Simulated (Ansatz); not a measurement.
# CH2Cl2O2: the cost of one run

Computed with Ansatz 0.2.0, Gaussian basis. Level: the settings change from run to run.

### Step 1. The relaxed structure

The structure was relaxed beforehand with PBE0-D4 in a triple-zeta def2 set.

SMILES `OC(O)(Cl)Cl`, 7 atoms, charge 0, spin multiplicity 1.

Atoms are counted from 1 here; the program's logs count them from 0.

Bond lengths: O1–C2 1.364 Å, O1–H6 0.966 Å, C2–O3 1.364 Å, C2–Cl4 1.786 Å, C2–Cl5 1.786 Å, O3–H7 0.966 Å. Angles: C2–O1–H6 107.3°, O1–C2–O3 113.7°, O1–C2–Cl4 111.4°, O1–C2–Cl5 105.4°, O3–C2–Cl4 105.4°, O3–C2–Cl5 111.4°, Cl4–C2–Cl5 109.5°, C2–O3–H7 107.3°.

Coordinates:

| atom | x (Å) | y (Å) | z (Å) |
| --- | --- | --- | --- |
| O1 | -0.5304 | 0.7119 | 0.8333 |
| C2 | 0.0155 | 0.1135 | -0.2647 |
| O3 | 0.5258 | -1.1273 | -0.0161 |
| Cl4 | -1.2005 | -0.1221 | -1.5517 |
| Cl5 | 1.2804 | 1.2364 | -0.8383 |
| H6 | -1.2488 | 0.1449 | 1.1430 |
| H7 | 1.2193 | -1.0254 | 0.6488 |

### Step 2. LC-wPBE/ANO-RCC-VTZP

Options: unrestricted orbitals, relativity set to scalar, the search for lower states set to off.

in.yaml

```yaml
crystal:
  periodic: [false, false, false]
  atoms:
    - {symbol: O, position_ang: [-0.530361, 0.711891, 0.833289]}
    - {symbol: C, position_ang: [0.015462, 0.113494, -0.264738]}
    - {symbol: O, position_ang: [0.525778, -1.127255, -0.016090]}
    - {symbol: Cl, position_ang: [-1.200495, -0.122084, -1.551689]}
    - {symbol: Cl, position_ang: [1.280445, 1.236446, -0.838319]}
    - {symbol: H, position_ang: [-1.248761, 0.144917, 1.142960]}
    - {symbol: H, position_ang: [1.219330, -1.025410, 0.648787]}
basis:
  gaussian: {orbitals: ANO-RCC-VTZP}
magnetization: {spin_polarized: true, initial_magnetization: 0}
hamiltonian: {xc: {name: LC-wPBE}, pseudopotentials: {relativity: scalar}}
scf: {lower_state_search: off}
```

Launch:

```
$ ansatz run in.yaml --threads 2 --pin off --events-out ev --progress --plain --max-ram 4352MiB
```

What time and memory should one allow on 2 threads of Arm Neoverse V1, shared host?

About 8 s, with a peak of 0.43 GiB.
